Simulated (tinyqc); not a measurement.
UHF in the sto-3g basis, for H2O, spin multiplicity 1, step by step. One step of it, computed by the program tinyqc.

Task: Iteration 1: building the Fock matrix. J_ij = sum D_kl (ij|kl) with D = D(alpha) + D(beta), K_ij = sum D_kl (ik|jl) for each spin; F = H + J - K(s); E = tr D H + tr D J / 2 - 0.5 sum_s tr D(s) K(s) + E_nn.

D(alpha) at the start:
```
            1O 1s      1O 2s     1O 2px     1O 2py     1O 2pz      2H 1s      3H 1s
1O 1s    1.066562  -0.299538   0.024722   0.000000  -0.028968   0.051682   0.051682
1O 2s   -0.299538   1.377156  -0.246021   0.000000   0.192111  -0.316855  -0.316855
1O 2px   0.024722  -0.246021   0.584984   0.000000  -0.124470   0.386480   0.386480
1O 2py   0.000000   0.000000   0.000000   1.124838   0.000000  -0.148461   0.148461
1O 2pz  -0.028968   0.192111  -0.124470   0.000000   1.115160  -0.197194  -0.197194
2H 1s    0.051682  -0.316855   0.386480  -0.148461  -0.197194   0.302580   0.263391
3H 1s    0.051682  -0.316855   0.386480   0.148461  -0.197194   0.263391   0.302580
```

D(beta) at the start:
```
            1O 1s      1O 2s     1O 2px     1O 2py     1O 2pz      2H 1s      3H 1s
1O 1s    1.066562  -0.299538  -0.024722   0.000000  -0.028968   0.051682   0.051682
1O 2s   -0.299538   1.377156   0.246021   0.000000   0.192111  -0.316855  -0.316855
1O 2px  -0.024722   0.246021   0.584984   0.000000   0.124470  -0.386480  -0.386480
1O 2py   0.000000   0.000000   0.000000   1.124838   0.000000  -0.148461   0.148461
1O 2pz  -0.028968   0.192111   0.124470   0.000000   1.115160  -0.197194  -0.197194
2H 1s    0.051682  -0.316855  -0.386480  -0.148461  -0.197194   0.302580   0.263391
3H 1s    0.051682  -0.316855  -0.386480   0.148461  -0.197194   0.263391   0.302580
```

core Hamiltonian H = T + V (hartree):
```
             1O 1s      1O 2s     1O 2px     1O 2py     1O 2pz      2H 1s      3H 1s
1O 1s   -32.615191  -7.587779   0.000000   0.000000  -0.017346  -1.370816  -1.370816
1O 2s    -7.587779  -9.236858   0.000000   0.000000  -0.210186  -3.141131  -3.141131
1O 2px    0.000000   0.000000  -7.377043   0.000000   0.000000   0.000000   0.000000
1O 2py    0.000000   0.000000   0.000000  -7.482517   0.000000  -1.646156   1.646156
1O 2pz   -0.017346  -0.210186   0.000000   0.000000  -7.469314  -1.606838  -1.606838
2H 1s    -1.370816  -3.141131   0.000000  -1.646156  -1.606838  -4.709792  -1.416980
3H 1s    -1.370816  -3.141131   0.000000   1.646156  -1.606838  -1.416980  -4.709792
```

Two-electron integrals (ij|kl) in chemists' order, unique and non-zero (hartree):
```
(11|11) 4.785065    (21|11) 0.741380    (21|21) 0.136873    (22|11) 1.118947
(22|21) 0.256633    (22|22) 0.817206    (31|31) 0.024477    (32|31) 0.037809
(32|32) 0.180518    (33|11) 1.115814    (33|21) 0.256684    (33|22) 0.817023
(33|33) 0.880159    (41|41) 0.024477    (42|41) 0.037809    (42|42) 0.180518
(43|43) 0.047444    (44|11) 1.115814    (44|21) 0.256684    (44|22) 0.817023
(44|33) 0.785270    (44|44) 0.880159    (51|51) 0.024477    (52|51) 0.037809
(52|52) 0.180518    (53|53) 0.047444    (54|54) 0.047444    (55|11) 1.115814
(55|21) 0.256684    (55|22) 0.817023    (55|33) 0.785270    (55|44) 0.785270
(55|55) 0.880159    (61|11) 0.134597    (61|21) 0.024649    (61|22) 0.045953
(61|33) 0.045863    (61|41) 0.000830    (61|42) 0.001558    (61|44) 0.046010
(61|51) 0.000777    (61|52) 0.001457    (61|54) 0.000138    (61|55) 0.045992
(61|61) 0.004497    (62|11) 0.337779    (62|21) 0.078487    (62|22) 0.277962
(62|33) 0.273157    (62|41) 0.004311    (62|42) 0.033367    (62|44) 0.280702
(62|51) 0.004032    (62|52) 0.031208    (62|54) 0.007057    (62|55) 0.279758
(62|61) 0.014423    (62|62) 0.118490    (63|31) 0.008086    (63|32) 0.047531
(63|43) 0.006876    (63|53) 0.006431    (63|63) 0.016606    (64|11) 0.180878
(64|21) 0.042561    (64|22) 0.160926    (64|33) 0.153677    (64|41) 0.010129
(64|42) 0.065750    (64|44) 0.171596    (64|51) 0.001911    (64|52) 0.017041
(64|54) 0.010329    (64|55) 0.157323    (64|61) 0.008156    (64|62) 0.083341
(64|64) 0.074544    (65|11) 0.169178    (65|21) 0.039808    (65|22) 0.150517
(65|33) 0.143736    (65|41) 0.001911    (65|42) 0.017041    (65|44) 0.147635
(65|51) 0.009873    (65|52) 0.063470    (65|54) 0.010522    (65|55) 0.160009
(65|61) 0.007628    (65|62) 0.077950    (65|64) 0.054190    (65|65) 0.067291
(66|11) 0.487299    (66|21) 0.115064    (66|22) 0.468233    (66|33) 0.449528
(66|41) 0.007964    (66|42) 0.085723    (66|44) 0.479145    (66|51) 0.007449
(66|52) 0.080178    (66|54) 0.027701    (66|55) 0.475437    (66|61) 0.021317
(66|62) 0.254772    (66|64) 0.204498    (66|65) 0.191270    (66|66) 0.774606
(71|11) 0.134597    (71|21) 0.024649    (71|22) 0.045953    (71|33) 0.045863
(71|41) -0.000830   (71|42) -0.001558   (71|44) 0.046010    (71|51) 0.000777
(71|52) 0.001457    (71|54) -0.000138   (71|55) 0.045992    (71|61) 0.004437
(71|62) 0.014027    (71|64) 0.007263    (71|65) 0.007425    (71|66) 0.020553
(71|71) 0.004497    (72|11) 0.337779    (72|21) 0.078487    (72|22) 0.277962
(72|33) 0.273157    (72|41) -0.004311   (72|42) -0.033367   (72|44) 0.280702
(72|51) 0.004032    (72|52) 0.031208    (72|54) -0.007057   (72|55) 0.279758
(72|61) 0.014027    (72|62) 0.097592    (72|64) 0.047205    (72|65) 0.062570
(72|66) 0.173662    (72|71) 0.014423    (72|72) 0.118490    (73|31) 0.008086
(73|32) 0.047531    (73|43) -0.006876   (73|53) 0.006431    (73|63) 0.013280
(73|73) 0.016606    (74|11) -0.180878   (74|21) -0.042561   (74|22) -0.160926
(74|33) -0.153677   (74|41) 0.010129    (74|42) 0.065750    (74|44) -0.171596
(74|51) -0.001911   (74|52) -0.017041   (74|54) 0.010329    (74|55) -0.157323
(74|61) -0.007263   (74|62) -0.047205   (74|64) -0.009967   (74|65) -0.029604
(74|66) -0.074544   (74|71) -0.008156   (74|72) -0.083341   (74|74) 0.074544
(75|11) 0.169178    (75|21) 0.039808    (75|22) 0.150517    (75|33) 0.143736
(75|41) -0.001911   (75|42) -0.017041   (75|44) 0.147635    (75|51) 0.009873
(75|52) 0.063470    (75|54) -0.010522   (75|55) 0.160009    (75|61) 0.007425
(75|62) 0.062570    (75|64) 0.029604    (75|65) 0.052800    (75|66) 0.122081
(75|71) 0.007628    (75|72) 0.077950    (75|74) -0.054190   (75|75) 0.067291
(76|11) 0.139104    (76|21) 0.032666    (76|22) 0.126842    (76|33) 0.123542
(76|44) 0.125645    (76|51) 0.002539    (76|52) 0.023950    (76|55) 0.131197
(76|61) 0.005958    (76|62) 0.055270    (76|64) 0.033540    (76|65) 0.040867
(76|66) 0.127186    (76|71) 0.005958    (76|72) 0.055270    (76|74) -0.033540
(76|75) 0.040867    (76|76) 0.032451    (77|11) 0.487299    (77|21) 0.115064
(77|22) 0.468233    (77|33) 0.449528    (77|41) -0.007964   (77|42) -0.085723
(77|44) 0.479145    (77|51) 0.007449    (77|52) 0.080178    (77|54) -0.027701
(77|55) 0.475437    (77|61) 0.020553    (77|62) 0.173662    (77|64) 0.074544
(77|65) 0.122081    (77|66) 0.336488    (77|71) 0.021317    (77|72) 0.254772
(77|74) -0.204498   (77|75) 0.191270    (77|76) 0.127186    (77|77) 0.774606
```

nuclear repulsion = 8.34177409 hartree

Give: Coulomb J; exchange K(alpha); exchange K(beta); F(alpha); F(beta); total energy of this density.

Result:

Coulomb J (hartree):
```
          1O 1s   1O 2s  1O 2px   1O 2py  1O 2pz   2H 1s    3H 1s
1O 1s   18.1592  3.4461  0.0000   0.0000  0.0102  0.6213   0.6213
1O 2s    3.4461  8.5325  0.0000   0.0000  0.0577  2.8518   2.8518
1O 2px   0.0000  0.0000  8.4622   0.0000  0.0000  0.0000   0.0000
1O 2py   0.0000  0.0000  0.0000   8.5563  0.0000  1.6333  -1.6333
1O 2pz   0.0102  0.0577  0.0000   0.0000  8.5556  1.5458   1.5458
2H 1s    0.6213  2.8518  0.0000   1.6333  1.5458  4.7754   1.2911
3H 1s    0.6213  2.8518  0.0000  -1.6333  1.5458  1.2911   4.7754
```

exchange K(alpha) (hartree):
```
          1O 1s   1O 2s   1O 2px   1O 2py  1O 2pz   2H 1s    3H 1s
1O 1s    4.9176  0.8456  -0.0026   0.0000  0.0008  0.1597   0.1597
1O 2s    0.8456  1.3702   0.0097   0.0000  0.0101  0.4179   0.4179
1O 2px  -0.0026  0.0097   0.8225   0.0000  0.0124  0.1368   0.1368
1O 2py   0.0000  0.0000   0.0000   1.1713  0.0000  0.1859  -0.1859
1O 2pz   0.0008  0.0101   0.0124   0.0000  1.1724  0.1862   0.1862
2H 1s    0.1597  0.4179   0.1368   0.1859  0.1862  0.3327   0.1895
3H 1s    0.1597  0.4179   0.1368  -0.1859  0.1862  0.1895   0.3327
```

exchange K(beta) (hartree):
```
         1O 1s    1O 2s   1O 2px   1O 2py   1O 2pz    2H 1s    3H 1s
1O 1s   4.9176   0.8456   0.0026   0.0000   0.0008   0.1597   0.1597
1O 2s   0.8456   1.3702  -0.0097   0.0000   0.0101   0.4179   0.4179
1O 2px  0.0026  -0.0097   0.8225   0.0000  -0.0124  -0.1368  -0.1368
1O 2py  0.0000   0.0000   0.0000   1.1713   0.0000   0.1859  -0.1859
1O 2pz  0.0008   0.0101  -0.0124   0.0000   1.1724   0.1862   0.1862
2H 1s   0.1597   0.4179  -0.1368   0.1859   0.1862   0.3327   0.1895
3H 1s   0.1597   0.4179  -0.1368  -0.1859   0.1862   0.1895   0.3327
```

F(alpha) (hartree):
```
           1O 1s    1O 2s   1O 2px   1O 2py   1O 2pz    2H 1s    3H 1s
1O 1s   -19.3736  -4.9873   0.0026   0.0000  -0.0080  -0.9092  -0.9092
1O 2s    -4.9873  -2.0746  -0.0097   0.0000  -0.1625  -0.7073  -0.7073
1O 2px    0.0026  -0.0097   0.2627   0.0000  -0.0124  -0.1368  -0.1368
1O 2py    0.0000   0.0000   0.0000  -0.0976   0.0000  -0.1987   0.1987
1O 2pz   -0.0080  -0.1625  -0.0124   0.0000  -0.0861  -0.2472  -0.2472
2H 1s    -0.9092  -0.7073  -0.1368  -0.1987  -0.2472  -0.2671  -0.3154
3H 1s    -0.9092  -0.7073  -0.1368   0.1987  -0.2472  -0.3154  -0.2671
```

F(beta) (hartree):
```
           1O 1s    1O 2s   1O 2px   1O 2py   1O 2pz    2H 1s    3H 1s
1O 1s   -19.3736  -4.9873  -0.0026   0.0000  -0.0080  -0.9092  -0.9092
1O 2s    -4.9873  -2.0746   0.0097   0.0000  -0.1625  -0.7073  -0.7073
1O 2px   -0.0026   0.0097   0.2627   0.0000   0.0124   0.1368   0.1368
1O 2py    0.0000   0.0000   0.0000  -0.0976   0.0000  -0.1987   0.1987
1O 2pz   -0.0080  -0.1625   0.0124   0.0000  -0.0861  -0.2472  -0.2472
2H 1s    -0.9092  -0.7073   0.1368  -0.1987  -0.2472  -0.2671  -0.3154
3H 1s    -0.9092  -0.7073   0.1368   0.1987  -0.2472  -0.3154  -0.2671
```

total energy of this density = -73.570737 hartree
